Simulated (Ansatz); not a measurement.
Diamond: LDA at its full settings (plane-wave cutoff 520 eV, 16×16×16 k mesh, Fermi–Dirac smearing 0.01 eV, scalar-relativistic PAW data made under PBE) and at cheaper ones, in a cell of 2 atoms with Γ-centred meshes.

```
level and setting            lattice constant a (Å)  bulk modulus (GPa)
---------------------------  ----------------------  ------------------
LDA (Ansatz)                                  3.532                 468
LDA (2×2×2 k mesh) (Ansatz)              (withheld)          (withheld)
LDA (4×4×4 k mesh) (Ansatz)                   3.535                 466
```

Task: Complete the blanks.

Result: 
- LDA (2×2×2 k mesh) (Ansatz, a first-principles code), lattice constant a (Å): 3.612
- LDA (2×2×2 k mesh) (Ansatz), bulk modulus (GPa): 420

Largest shifts from the full settings: lattice constant a +2.27 % (LDA (2×2×2 k mesh)), against a difference of -0.59 % of the full result from the reference 3.553 Å (measured, static lattice: zero-point anharmonic expansion removed, sources range from 3.543 to 3.555; as tabulated in Mejia-Rodriguez and Trickey (2018), arXiv:1807.09216); bulk modulus -10.3 % (LDA (2×2×2 k mesh)), against a difference of +2.9 % of the full result from the reference 455 GPa (measured, 0 K value with the zero-point phonon effect removed; as tabulated in Mejia-Rodriguez and Trickey (2018), arXiv:1807.09216).

Ansatz's density-functional and Hartree–Fock values are scalar-relativistic unless marked +SOC, with PAW data made under PBE.

Run with cheap settings on purpose, which may leave them unconverged: LDA (2×2×2 k mesh), LDA (4×4×4 k mesh).
